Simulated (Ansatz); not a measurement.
**Relative stability**

Two relaxed structures of C2H5Si (charge -1), closed shell (PBE0-D4/def2-TZVPD; forces vanish, vibrations not checked).

A:

C1  (-0.792, 1.114, -1.018)
C2  (-0.245, -0.087, -0.776)
Si3  (0.801, -0.697, 0.694)
H4  (-1.253, 1.373, -1.973)
H5  (-0.794, 1.898, -0.262)
H6  (0.178, 0.163, 1.805)
H7  (-0.301, -0.796, -1.611)
H8  (-0.002, -1.976, 0.982)
(Å)

B:

C1  (-0.755, 0.891, -1.097)
C2  (-0.132, -0.286, -0.949)
Si3  (0.550, -0.718, 0.679)
H4  (-1.189, 1.209, -2.059)
H5  (-0.903, 1.656, -0.306)
H6  (0.419, 0.244, 1.872)
H7  (2.032, -0.993, 0.635)
H8  (-0.022, -2.003, 1.226)
(Å)

Ansatz 0.2.0; basis: def2-TZVPPD; cores frozen in the correlated methods. B3LYP uses VWN-RPA correlation.

**Question.** Which structure is lower at CCSD(T), and by how much? (An estimate is asked for; the value comes from the calculation.)

**Answer.** Computed: A, by 19.66 kcal/mol (electronic energy, against the other). By their contacts, A is C₂H₅Si ([CH2][CH][SiH2]), total charge -1 and B is C₂H₅Si ([CH2][C][SiH3]), total charge -1.

All methods give the same order:

```tsv
method	E(B) − E(A) (kcal/mol)
PBE-D4	21.20
r2SCAN-D4	20.28
PBE0-D4	21.51
B3LYP-D4	20.14
wB97M-V	19.46
HF	19.27
MP2	17.75
CCSD	20.07
CCSD(T)	19.66
```

T1 diagnostic: at most 0.016.

Labels in which every atom is bracketed show which atoms are joined, not bond orders.

For scale, one of the runs: CCSD(T)/def2-TZVPPD, 207 basis functions, launched by `ansatz run in.yaml --threads 2 --pin off --events-out ev --progress --plain --max-ram 4352MiB`. Time: 49 s of wall clock on 2 CPU threads of an Arm Neoverse V1; the host was shared. Peak host memory: 2.6 GiB.
